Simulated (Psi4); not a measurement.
# BHCl2 (SMILES [H]B(Cl)Cl): DSD-PBEP86/def2-TZVP (density fitting for correlation)

Aim: the vertical singlet–triplet gap of BHCl2 at DSD-PBEP86/def2-TZVP (density fitting for correlation), from 2 runs. 

Program for the calculation: Psi4 1.11.

1 further run of the same task is left out (set aside as unsound or not needed).

## (1) The structure to begin with

BHCl2 has 4 atoms, charge 0, and is taken as a singlet. SMILES: `[H]B(Cl)Cl`. The coordinates come from a GFN2-xTB relaxation.

Bond lengths: B1–Cl2 1.701 Å, B1–Cl3 1.702 Å, B1–H4 1.173 Å. Angles: Cl2–B1–Cl3 120.2°, Cl2–B1–H4 119.9°, Cl3–B1–H4 119.9°.

## (2) A single-point energy at DSD-PBEP86/def2-TZVP (density fitting for correlation)

calc.py reads:

```python
import psi4

psi4.set_memory('1600 MB')
psi4.set_num_threads(1)
psi4.core.set_output_file('output.dat', False)

geom = psi4.geometry("""
0 1
B     -0.067270    -0.112350     0.001160
Cl     1.633390    -0.145760     0.012580
Cl    -0.893540     1.375320    -0.017490
H     -0.672580    -1.117210     0.003750
symmetry c1
no_reorient
no_com
""")

psi4.set_options({
    'puream': True,
    'e_convergence': 1e-09,
    'd_convergence': 1e-08,
    'scf_type': 'pk',
    'dft_radial_points': 99,
    'dft_spherical_points': 590,
    'num_frozen_docc': 11,
})

energy_value = psi4.energy('dsd-pbep86/def2-TZVP')
print(f'total energy {energy_value:.8f} hartree = {energy_value * 27.211386:.5f} eV')
for k, v in sorted(psi4.core.scalar_variables().items()):
    print(f'{k:45s} {v:18.10f}')
```

On the command line:

```sh
python calc.py
```

output.dat:

```text
[...]
  Running in c1 symmetry.
[...]
  Nuclear repulsion =  114.167853199314834
[...]
  Multiplicity = 1
[...]
  Nalpha       = 20
  Nbeta        = 20
[...]
    Number of basis functions: 111
[...]
   @RKS iter   1:  -945.00007030832467   -2.16636e-01   2.34866e-03 DIIS/ADIIS
[...]
   @RKS iter  10:  -945.01977598309782   -2.43290e-11   6.02281e-09 DIIS
[...]
    Orbital Energies [Eh]
    ---------------------
    Doubly Occupied:
       1A   -103.691957     2A   -103.691833     3A    -10.199288
       4A    -10.199148     5A     -7.763697     6A     -7.763557
       7A     -7.761712     8A     -7.761572     9A     -7.760730
      10A     -7.760591    11A     -7.399210    12A     -1.069778
      13A     -1.025160    14A     -0.653620    15A     -0.554939
      16A     -0.540227    17A     -0.488062    18A     -0.434080
      19A     -0.421398    20A     -0.420533
[...]
  @RKS Final Energy:  -945.01977598309782
   => Energetics <=
    Nuclear Repulsion Energy =            114.1678531993148340
    One-Electron Energy =               -1531.3904228759645321
    Two-Electron Energy =                 489.4943434061383414
    DFT Exchange-Correlation Energy =     -17.2915497125864270
    Empirical Dispersion Energy =           0.0000000000000000
    VV10 Nonlocal Energy =                  0.0000000000000000
    Total Energy =                       -945.0197759830978157
[...]
 Multipole Moments:
 ------------------------------------------------------------------------------------
     Multipole            Electronic (a.u.)      Nuclear  (a.u.)        Total (a.u.)
 ------------------------------------------------------------------------------------
 L = 1.  Multiply by 2.5417464519 to convert [e a0] to [Debye]
 Dipole X            :        -21.9700207           21.8613345           -0.1086862
 Dipole Y            :        -36.5112143           36.3272636           -0.1839508
 Dipole Z            :          0.1410112           -0.1396886            0.0013227
 Magnitude           :                                                    0.2136640
[...]
```

On the terminal:

```text
total energy -945.26788102 hartree = -25722.04918 eV
CURRENT ENERGY                                   -945.2678810168
CURRENT REFERENCE ENERGY                         -945.0197759831
DD SOLVATION ENERGY                                 0.0000000000
DFT FUNCTIONAL TOTAL ENERGY                      -945.0197759831
DFT TOTAL ENERGY                                 -945.2678810168
DFT VV10 ENERGY                                     0.0000000000
DFT XC ENERGY                                     -17.2915497126
DOUBLE-HYBRID CORRECTION ENERGY                    -0.2481050337
DSD-PBEP86 DOUBLE-HYBRID CORRECTION ENERGY         -0.2481050337
DSD-PBEP86 TOTAL ENERGY                          -945.2678810168
GRID ELECTRONS ALPHA                               19.9999998249
GRID ELECTRONS BETA                                19.9999998249
GRID ELECTRONS TOTAL                               39.9999996499
NUCLEAR REPULSION ENERGY                          114.1678531993
ONE-ELECTRON ENERGY                             -1531.3904228760
PCM POLARIZATION ENERGY                             0.0000000000
PE ENERGY                                           0.0000000000
SCF ITERATION ENERGY                             -945.0197759831
SCF ITERATIONS                                     10.0000000000
SCF TOTAL ENERGY                                 -945.0197759831
TWO-ELECTRON ENERGY                               489.4943434061
XC GRID RADIAL POINTS                              99.0000000000
XC GRID SPHERICAL POINTS                          590.0000000000
XC GRID TOTAL POINTS                           222011.0000000000
```

Run time: 8.4 s. Hardware: 1 thread of AMD EPYC 9R45 (Zen 5), shared host; peak memory 0.61 GiB.

## (3) The triplet

input.dat reads:

```
memory 1.6 GB

molecule geom {
  0 3
  B
  Cl 1 1.701026
  Cl 1 1.701832 2 120.1759
  H 1 1.173094 2 119.93677 3 179.86483
  symmetry c1
  no_reorient
  no_com
}

set {
  basis                def2-TZVP
  reference            uks
  puream               true
  e_convergence        1e-09
  d_convergence        1e-08
  scf_type             pk
  dft_radial_points    99
  dft_spherical_points 590
  num_frozen_docc      11
  maxiter              200
}

e, wfn = energy('dsd-pbep86', return_wfn=True)
print_variables()
```

On the command line:

```sh
psi4 -n 1 input.dat output.dat
```

output.dat:

```text
[...]
  Running in c1 symmetry.
[...]
  Nuclear repulsion =  114.167868329147140
[...]
  Multiplicity = 3
[...]
  Nalpha       = 21
  Nbeta        = 19
[...]
    Number of basis functions: 111
[...]
   @UKS iter   1:  -944.76343695542573    1.99981e-02   2.54332e-03 DIIS/ADIIS
[...]
   @UKS iter  19:  -944.80064479538885    1.04251e-10   8.65377e-09 DIIS
[...]
   @S^2 Observed:                2.019422629E+00
[...]
    Orbital Energies [Eh]
    ---------------------
    Alpha Occupied:
       1A   -103.713044     2A   -103.712571     3A    -10.217575
       4A    -10.217101     5A     -7.786938     6A     -7.786434
       7A     -7.779289     8A     -7.779216     9A     -7.778826
      10A     -7.778744    11A     -7.342714    12A     -1.084364
      13A     -1.042791    14A     -0.705379    15A     -0.582439
      16A     -0.552846    17A     -0.512995    18A     -0.467079
      19A     -0.456253    20A     -0.442683    21A     -0.213034
    Alpha Virtual:
      22A      0.101124    23A      0.131579    24A      0.139332
      25A      0.172476    26A      0.179746    27A      0.234447
[...]
  @UKS Final Energy:  -944.80064479538885
   => Energetics <=
    Nuclear Repulsion Energy =            114.1678683291471401
    One-Electron Energy =               -1530.9384696306997284
    Two-Electron Energy =                 489.2486167266951043
    DFT Exchange-Correlation Energy =     -17.2786602205313038
    Empirical Dispersion Energy =           0.0000000000000000
    VV10 Nonlocal Energy =                  0.0000000000000000
    Total Energy =                       -944.8006447953888483
[...]
 Multipole Moments:
 ------------------------------------------------------------------------------------
     Multipole            Electronic (a.u.)      Nuclear  (a.u.)        Total (a.u.)
 ------------------------------------------------------------------------------------
 L = 1.  Multiply by 2.5417464519 to convert [e a0] to [Debye]
 Dipole X            :         -0.0007661            0.0023028            0.0015367
 Dipole Y            :          0.9778608           -1.1634179           -0.1855571
 Dipole Z            :          0.5679295           -0.6697802           -0.1018507
 Magnitude           :                                                    0.2116775
[...]
```

Wall time 20 s (1 thread of AMD EPYC 9R45 (Zen 5), shared host); peak memory 0.61 GiB.

## (4) Outcome

At DSD-PBEP86/def2-TZVP (density fitting for correlation), 11 core orbitals frozen:

```
                                                         quantity          value
                                            singlet: total energy  -945.26788 Eh
                       singlet: HOMO energy (SCF part's orbitals)      -11.44 eV
                       singlet: LUMO energy (SCF part's orbitals)        0.66 eV
                     singlet: HOMO–LUMO gap (SCF part's orbitals)       12.11 eV
                                            triplet: total energy  -945.05299 Eh
triplet: HOMO energy (SCF part's orbitals) (highest over α and β)       -5.80 eV
 triplet: LUMO energy (SCF part's orbitals) (lowest over α and β)       -5.40 eV
                                                    triplet: ⟨S²⟩          2.019
                 vertical energy of the triplet above the singlet       5.848 eV
```

In words: At this shape the triplet lies 5.85 eV (564 kJ/mol) above the singlet.
